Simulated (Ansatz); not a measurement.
# Abstraction of H: BH(CH3)Cl + CH6NSi → B(CH3)Cl + CH7NSi

Species: BH(CH3)Cl, singlet; CH6NSi `CN[SiH2]`, doublet; B(CH3)Cl, doublet; CH7NSi `CN[SiH3]`, singlet. A radical takes H: the energy is the difference in strength between the B–H bond broken and the Si–H bond made.

Shapes, held fixed at every level: PBE0-D4/def2-TZVP. Flexible molecules stand in one conformer, not always the lowest. Programs: Ansatz 0.2.0. The zero-point and thermal change to 298 K, harmonic and unscaled (PBE0-D4/def2-TZVP), is -2.6 kJ/mol.

```csv
level,kind,ΔH(298 K) (kJ/mol),less CCSD/def2-SVP
MP2/def2-TZVPP,perturbation theory,+58.5,-1.0
HF/def2-SVP,Hartree–Fock,+46.4,-13.1
HF/def2-TZVPP,Hartree–Fock,+44.6,-14.9
BHLYP-D4/def2-TZVPP,global hybrid,+58.6,-0.9
PBE0-D4/def2-TZVPP,global hybrid,+62.2,+2.7
r2SCAN0-D4/def2-TZVPP,global hybrid,+56.0,-3.5
wB97M-V/def2-TZVPP,range-separated hybrid,+62.4,+2.9
CCSD/def2-SVP,coupled cluster or CI,+59.5,0.0
```

The highest level, CCSD/def2-SVP, gives ΔH(298 K) = +59.5 kJ/mol; the levels span +44.6 to +62.4. The column of differences is taken from that level and isn't an error. No measured value is set beside it here. Open shells run unrestricted.
